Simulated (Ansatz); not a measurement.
Rock-salt HfN, relaxed in Ansatz (plane waves) with several semilocal functionals. Each gives its own volume and its own bulk modulus:

```tsv
level	V0 (Å³/atom)	bulk modulus (GPa)	ln V0	ln B0
LDA	11.147	301.6	2.4112	5.7091
PBE-D3(BJ)	11.517	275.7	2.4438	5.6193
r²SCAN	11.584	281.9	2.4496	5.6416
PBE	11.755	263.1	2.4643	5.5725
RPBE	11.963	249.6	2.4818	5.5199
BLYP	12.136	244.7	2.4962	5.5000
```

Q: Fit a straight line to ln B0 against ln V0. What does it predict for PBEsol, whose volume is 11.400 Å³/atom?

A: With x = ln V0 and y = ln B0: means 2.45782 and 5.59373; Σ(Δx Δy) = -0.01164, Σ(Δx²) = 0.004528, so the slope is -2.57. At x = 2.4336 the line gives y = 5.59373 + (-2.57) × (2.4336 − 2.45782) = 5.6560, or 286.0 GPa. The run with PBEsol gives 284.1 GPa, -0.7 % from the line. The rows used scatter about it by up to 2.7 %, while the largest value lies 23 % above the smallest. For comparison, PBE's own equation of state has B′ = 4.3, the slope −d ln B/d ln V at a fixed functional; the two needn't agree, since functionals also differ at one volume.

Measured: 260 GPa (measured, room temperature, not corrected to a static lattice, our sources range from 260 to 306; as tabulated in Synthesis of Binary Transition Metal Nitrides, Carbides and Borides from the …).

Ansatz's density-functional and Hartree–Fock values are scalar-relativistic unless marked +SOC, with PAW data made under PBE.

Ansatz is a quantum-chemistry and plane-wave program.
